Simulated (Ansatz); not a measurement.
What a trial cell of SrRe relaxes into

Theory: DFT PBE, scalar-relativistic, plane waves, PAW in Ansatz 0.2.0. Cutoff 420 eV, Γ-centred k mesh, Gaussian smearing, no spin polarisation in the final step.

A relaxed cell is given with its space group left out.

```xyz
2
Lattice="3.6372 0.0000 0.0000 0.0000 3.6372 0.0000 0.0000 0.0000 3.6372" Properties=species:S:1:pos:R:3 pbc="T T T"
Sr    0.0000    0.0000    0.0000
Re    1.8186    1.8186    1.8186
```

Formation energies are uncorrected and refer to the elements' standard structures at the same level.

Problem. What space group does it have?

Solution. Pm-3m (No. 221). Conventional cell: a = 3.637 Å. Sr has 8 Re at 3.15 Å and 6 Sr at 3.64 Å; Re is coordinated by 8 Sr at 3.15 Å and 6 Re at 3.64 Å.

Problem. What is its formation energy per atom?

Solution. 1.90 eV/atom.

Problem. Is it a metal?

Solution. Yes, bands cross the Fermi level on the 16×16×16 mesh.

The final run used a 16×16×16 mesh on its 2-atom cell and 0.10 eV smearing. The k mesh leaves about 4 meV/atom of noise in metals. Spin–orbit coupling is left out. The cell came from a trial start, so SrRe may not exist in this structure.

Cost: 2 runs of about 0.4 core-minutes in all, on Arm Neoverse V2 (shared hosts).